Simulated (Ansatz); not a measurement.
`C#CCOCC` at its PBE0-D4/def2-TZVP geometry, where that method's forces vanish. Charge 0, multiplicity 1.

```xyz
14

C     2.7380    0.4912    0.4750
C     1.7541    0.6274   -0.1987
C     0.5546    0.7832   -1.0192
O    -0.5996    1.1077   -0.2888
C    -0.9798    0.1544    0.6855
C    -1.4694   -1.1541    0.1011
H     3.6118    0.3771    1.0722
H     0.4136   -0.1293   -1.6147
H     0.7044    1.6053   -1.7234
H    -1.7807    0.6391    1.2472
H    -0.1469   -0.0219    1.3784
H    -0.6713   -1.7076   -0.3985
H    -2.2744   -0.9802   -0.6163
H    -1.8544   -1.7921    0.9003
```

Question: What forces (eV/Å) does PBE-D4/def2-TZVPP give on these atoms in the Gaussian-basis code of Ansatz? (An estimate is asked.)

Answer: The calculation gave: 
```
C1   0.788 -0.113  0.558
C2  -0.778  0.105 -0.601
C3   0.362 -0.083 -0.042
O4  -0.378  0.556 -0.066
C5  -0.067 -0.189  0.165
C6  -0.020 -0.045  0.003
H7   0.174 -0.021  0.121
H8  -0.023 -0.222 -0.173
H9   0.017  0.182 -0.175
H10 -0.168  0.113  0.127
H11  0.181 -0.047  0.177
H12  0.154 -0.118 -0.101
H13 -0.164  0.023 -0.142
H14 -0.079 -0.140  0.149
```
